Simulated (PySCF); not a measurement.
Compound: C₅H₁₁O (charge -1).
Numbering: `[CH3:1][CH:2]([CH3:3])[C@@H:4]([CH3:5])[O-:6]` (hydrogens: H7, H8, H9 on C1; H10 on C2; H11, H12, H13 on C3; H14 on C4; H15, H16, H17 on C5)

The closed-shell SCF was solved with PySCF and density fitting under several settings on one GFN2-xTB geometry (grid level 2 and gas phase unless stated).

```tsv
settings	basis functions	SCF cycles	E (Eh)	HOMO (eV)	LUMO (eV)
PBE0/pcSseg-1	157	15	-272.0085	0.44	5.57
KT3/6-31G*	106	16	-276.5394	2.33	6.25
```

**Question.** Estimate the row for these settings: B97-D/pcSseg-1, start guess vsap, fitting basis def2-universal-jkfit.

**Answer.** 
| settings | basis functions | SCF cycles | E (Eh) | HOMO (eV) | LUMO (eV) |
| --- | --- | --- | --- | --- | --- |
| B97-D/pcSseg-1, start guess vsap, fitting basis def2-universal-jkfit | 157 | 14 | -272.1361 | 1.75 | 4.92 |

**Question.** Over all rows, what range does the HOMO–LUMO gap span?

**Answer.** From 3.17 eV (B97-D/pcSseg-1, start guess vsap, fitting basis def2-universal-jkfit) to 5.13 eV (PBE0/pcSseg-1). The functional of the narrowest has no exact exchange, that of the widest 25 % exact exchange.

Whole jobs, the steps after the SCF included, on one thread, AMD EPYC 7R43 (x86_64), on a shared host:

```csv
settings,work after the SCF,wall time,peak memory
PBE0/pcSseg-1,"shieldings, charges and field gradients, density and orbital grids written",25 s,0.73 GiB
KT3/6-31G*,"spin–spin couplings from 16 perturbed nuclei, spin–dipole term left out",17 s,0.49 GiB
"B97-D/pcSseg-1, start guess vsap, fitting basis def2-universal-jkfit",shieldings,28 s,0.63 GiB
```

B97-D ran without the empirical dispersion term, which would shift the total energy alone. Cycle counts include a coarse-grid stage where the run had one. All basis functions are spherical, in the Pople sets too. KT3 was designed for NMR shieldings or shifts; total energies of different functionals aren't comparable. The HOMO energy is positive at B97-D/pcSseg-1, KT3/6-31G* and PBE0/pcSseg-1; such an orbital is held in place by the finite basis.

Conformer computed: `[CH3:1][CH:2]([CH3:3])[C@@H:4]([CH3:5])[O-:6]`: C1–C2–C4–C5 59°.

One conformer stands for the species.
